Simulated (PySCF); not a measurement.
C₄H₅ClO.
Numbering: `[O:1]=[C:2]([Cl:3])[CH:4]1[CH2:5][CH2:6]1` (hydrogens: H7 on C4; H8, H9 on C5; H10, H11 on C6)

Structure used (PBE0-D3(BJ)/def2-SVP), in Å, numbered top down from 1:
```
atom  x, y, z in Å
O1     2.240   -0.476    0.163
C2     1.599    0.280   -0.483
Cl3    2.279    0.949   -2.020
C4     0.244    0.771   -0.170
C5    -0.181    2.185   -0.495
C6    -0.769    1.058   -1.255
H7    -0.118    0.331    0.763
H8     0.555    2.812   -1.003
H9    -0.781    2.690    0.265
H10   -1.795    0.748   -1.044
H11   -0.438    0.911   -2.285
```

Theory: PBE0-D3(BJ)/def2-SVP geometry optimisation, gas phase in PySCF.

Take the most abundant isotopes and a rigid rotor. The values belong to one conformer with, in the numbering `[O:1]=[C:2]([Cl:3])[CH:4]1[CH2:5][CH2:6]1`, O1–C2–C4–C5 144°.

Question: Give the principal moments of inertia and the rotational constants in GHz.

Answer: Ia = 115.44, Ib = 203.78, Ic = 280.01 u·Å²; 505379 MHz·u·Å²/I gives 4378, 2480 and 1805 MHz, that is A = 4.3777, B = 2.4801, C = 1.8049 GHz.

Question: What kind of rotor is it?

Answer: An asymmetric top; Ray's κ = -0.475.

Question: What does the inertial defect say?

Answer: Not planar: Δ = Ic − Ia − Ib = -39.21 u·Å². For a rigid frame Δ = −2 Σ m c², so Σ m c² = 19.60 u·Å² lies off the ab plane: 6.43 from hydrogen and 13.17 from heavier atoms. The atom farthest from that plane is 1.28 Å away.

Question: List the rotational levels J(Ka,Kc) to J = 4 (MHz).

Answer: Above 0(0,0):
J = 1: 1(0,1) 4285, 1(1,1) 6183, 1(1,0) 6858
J = 2: 2(0,2) 12704, 2(1,2) 14077, 2(1,1) 16103, 2(2,1) 21796, 2(2,0) 21946
J = 3: 3(0,3) 25001, 3(1,3) 25834, 3(1,2) 29863, 3(2,2) 34651, 3(2,1) 35359, 3(3,1) 45913, 3(3,0) 45934
J = 4: 4(0,4) 40943, 4(1,4) 41376, 4(1,3) 47981, 4(2,3) 51672, 4(2,2) 53576, 4(3,2) 63299, 4(3,1) 63446, 4(4,1) 78732, 4(4,0) 78735
Those of J = 1 are B + C, A + C and A + B.

Question: Which types of transition are allowed, and where do some lines up to J = 5 fall?

Answer: The dipole components are |μa| = 3.16 D, |μb| = 0.53 D, |μc| = 0.00 D; the mirror of this Cs structure is the ab plane, so μc vanishes by symmetry and there are no c-type lines. Intensities carry the squares of the components, which stand as 1.00 : 0.03 (a : b). Some lines, for components of 0.1 D or more:

| type | branch | J(Ka,Kc) | MHz | lower level (cm⁻¹) |
| --- | --- | --- | --- | --- |
| b | Q | 3(2,1) ← 3(1,2) | 5496 | 0.996 |
| a | R | 2(1,2) ← 1(1,1) | 7895 | 0.206 |
| b | R | 3(1,2) ← 2(2,1) | 8067 | 0.727 |
| b | Q | 5(1,4) ← 5(0,5) | 9778 | 2.016 |
| b | R | 2(1,2) ← 1(0,1) | 9792 | 0.143 |
| b | Q | 4(3,2) ← 4(2,3) | 11627 | 1.724 |
| b | R | 5(2,3) ← 4(3,2) | 13281 | 2.111 |
| b | R | 4(1,4) ← 3(0,3) | 16375 | 0.834 |
| a | R | 4(1,3) ← 3(1,2) | 18118 | 0.996 |
| a | R | 5(1,5) ← 4(1,4) | 19260 | 1.380 |
| b | Q | 5(5,1) ← 5(4,2) | 19810 | 3.352 |
| a | R | 5(2,4) ← 4(2,3) | 21092 | 1.724 |
| b | R | 5(4,2) ← 4(3,1) | 37044 | 2.116 |

Question: Estimate the classical rotational partition function at 10 K, 200 K and 298.15 K.

Answer: Point group Cs, symmetry number σ = 1; q = (√π/σ)·√((kT/h)³/(ABC)), k/h = 20836.6 MHz/K: 1200 at 10 K, 108000 at 200 K, 196000 at 298.15 K.

No PBE0-D3(BJ)/def2-SVP frequencies stand behind this structure, so it isn't proved a minimum. Zero-point vibration and centrifugal distortion are left out. Quadrupole hyperfine structure (35Cl) is left out.
